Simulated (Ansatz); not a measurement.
`[CH2]F` radical, 4 atoms. Charge 0, multiplicity 2. All runs use 2 threads of a server CPU on a shared host. Correlated methods freeze the cores. Open-shell runs search over several starts.

Problem. How many basis functions does each run have, and how long does it take in Ansatz? UKS PBE0-D4/def2-TZVP relaxation (5 steps); UKS PBE0-D4/def2-TZVP frequencies; UKS r2SCANh-D4/def2-TZVPP energy; UHF-CCSD(T)/def2-SVP energy; direct RPA on PBE orbitals/def2-TZVPP energy; UKS PBE0-D4/def2-QZVPP energy; UKS SPW92/def2-TZVPP energy; UHF-CCSD(T)/def2-QZVPP energy; UHF-CCSD(T)/cc-pV(D+d)Z energy; UKS ωB97X-V/def2-TZVPP energy; UKS ωB97M-V/def2-QZVPP energy; UKS PBE0-D4/def2-SVP energy. (Estimate.)

Solution. Ansatz gave: Other jobs shared the machine, so times are rough.

```csv
level,job,functions,wall time,peak host memory (GiB)
UKS SPW92/def2-TZVPP,energy,90,0.45 s,0.11
UKS PBE0-D4/def2-SVP,energy,38,0.5 s,0.08
UHF-CCSD(T)/def2-SVP,energy,38,0.6 s,0.11
UHF-CCSD(T)/cc-pV(D+d)Z,energy,38,0.6 s,0.11
direct RPA on PBE orbitals/def2-TZVPP,energy,90,1.1 s,0.11
UKS r2SCANh-D4/def2-TZVPP,energy,90,1.7 s,0.14
UKS PBE0-D4/def2-QZVPP,energy,174,1.9 s,0.22
UKS ωB97X-V/def2-TZVPP,energy,90,2.3 s,0.16
UKS ωB97M-V/def2-QZVPP,energy,174,4.9 s,0.31
UKS PBE0-D4/def2-TZVP,relaxation (5 steps),74,4.9 s,0.11
UKS PBE0-D4/def2-TZVP,frequencies,74,8 s,0.11
UHF-CCSD(T)/def2-QZVPP,energy,174,32 s,2.5
```
